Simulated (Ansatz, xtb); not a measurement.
**Relative energy of two isomers of H2N2S**

We compare I, `[H]/N=N/S`, a singlet, with II, `[H]/N=[NH+]\[S-]`, a singlet. Both are isolated molecules in the gas phase, relaxed with PBE0-D3(BJ)/def2-SVP; the shapes shown needn't be the lowest conformers.

I (Å):

```xyz
5

N    -2.1172    0.1321    0.1232
N    -1.6013    1.1208   -0.3998
S    -2.0669    1.4670   -2.0111
H    -1.7247    0.0796    1.0790
H    -2.9357    0.4333   -2.1923
```

II (Å):

```xyz
5

N    -1.7179   -0.2760    0.0428
N    -0.9309   -0.3851    1.0153
S     0.5081    0.3498    1.3686
H    -1.2621   -1.0652    1.7132
H    -1.2959    0.4223   -0.5897
```

Quicker runs give these differences E(II) − E(I): GFN2-xTB −0.288 eV; HF/STO-3G +1.457 eV (at GFN2-xTB geometries); r2SCAN-D4/def2-SVP −0.114 eV (at GFN2-xTB geometries).

Estimate E(II) − E(I) at the level CCSD(T)/def2-TZVPP.

Calculated at CCSD(T)/def2-TZVPP: E(II) − E(I) = +0.102 eV, so structure I lies lower.

The same difference at several levels:

| level | geometry | E(II) − E(I) (eV) | departure from the last row (eV) | job, with rough time for the two |
| --- | --- | --- | --- | --- |
| GFN2-xTB | GFN2-xTB | −0.288 | −0.390 | optimisation, 0.087 s |
| HF/STO-3G | GFN2-xTB | +1.457 | +1.354 | single point, 0.16 s |
| r2SCAN-D4/def2-SVP | GFN2-xTB | −0.114 | −0.216 | single point, 1.1 s |
| PBE0-D3(BJ)/def2-SVP | PBE0-D3(BJ)/def2-SVP | −0.027 | −0.129 | optimisation, 8.1 s |
| HF/def2-TZVPP | PBE0-D3(BJ)/def2-SVP | +0.452 | +0.350 | part of the CCSD(T) run |
| MP2/def2-TZVPP | PBE0-D3(BJ)/def2-SVP | +0.024 | −0.079 | part of the CCSD(T) run |
| CCSD(T)/def2-TZVPP | PBE0-D3(BJ)/def2-SVP | +0.102 |  | single point, 15 s |

As drawn, II has 1 N–H in place of 1 S–H.

GFN2-xTB, r2SCAN-D4/def2-SVP, PBE0-D3(BJ)/def2-SVP put the two in the other order. The largest departure from CCSD(T)/def2-TZVPP is that of HF/STO-3G, 1.354 eV.

With harmonic frequencies from PBE0-D3(BJ)/def2-SVP (ideal gas, rigid rotor, one conformer each, 298.15 K, 1 atm): the zero-point term adds +0.129 eV; ΔH is +0.222 and ΔG +0.235 eV.

The T1 diagnostic of structure II is large, so the coupled-cluster value is less sure. The correlated steps freeze 7 core orbitals. Run with Ansatz 0.2.0, xtb 6.7.1; the last row on 1 thread of Intel(R) Xeon(R) 6975P-C (Granite Rapids) on a shared host.
